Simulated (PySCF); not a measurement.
**SiO: from the state search to spectroscopic constants**

One table from this session's results is given with a row withheld; the runs are named, their logs left out.

Computed with PySCF 2.14.0. Level: Si def2-TZVPPD, O def2-TZVPPD, no relativity.

Set-up of the first run:

A driver script around PySCF takes these settings:

```yaml
atoms: Si, O
charge: 0
basis: Si def2-TZVPPD, O def2-TZVPPD
Hamiltonian: no relativity
basis_functions: 88
electrons_treated: 22
masses_in_u: 27.9769, 15.9949
levels: PBE0, PBE, r²SCAN, BLYP, MN15, r²SCAN0, B3LYP, B2PLYP, HSE06, HF, MP2, SCS-MP2, CCSD, CCSD(T)
grid: 80 radial by 434 angular points
occupations: held fixed by the projection of orbital angular momentum
dissociation_limit: Si + O, each in its ground configuration
starting_distance_in_angstrom: 1.715
values_of_2S_to_try: 0, 2, 4
```

On the command line:

```sh
OMP_NUM_THREADS=2 python dia.py task.json out
```

Steps of the session up to this table: Input; The PBE0 curve of the state that the search chose; Other states along the same grid; PBE (GGA); r²SCAN; BLYP (GGA); MN15; r²SCAN0 (hybrid meta-GGA); B3LYP (global hybrid GGA); B2PLYP (double hybrid); HSE06; RHF (mean field); Adding correlation.

One of the session's tables, all rows but one given; the rest of the session is left out.

```
      level  Re (Å)  ωe (cm⁻¹)  De (eV)
        RHF   1.479       1400     4.81
    RHF-MP2   1.531       1186     8.55
RHF-SCS-MP2   1.527       1205     8.36
   RHF-CCSD   1.511       1275     7.63
RHF-CCSD(T)   1.523       1221     7.97
        PBE   1.529       1195     8.50
       BLYP   1.532       1185     8.46
     r²SCAN   1.515       1247     8.13
      B3LYP   1.513       1252     8.13
       PBE0   1.508       1272     7.91
    r²SCAN0   1.501       1301     7.64
      HSE06   1.509       1269     7.90
       MN15       ?          ?        ?
     B2PLYP   1.521       1211     8.26
```

Estimate the missing values for MN15.

As computed: Re (Å): 1.502; ωe (cm⁻¹): 1304; De (eV): 8.44. In the column «Re (Å)» it lies between r²SCAN0 (1.501) and PBE0 (1.508).

De is counted to Si + O in their ground configurations.
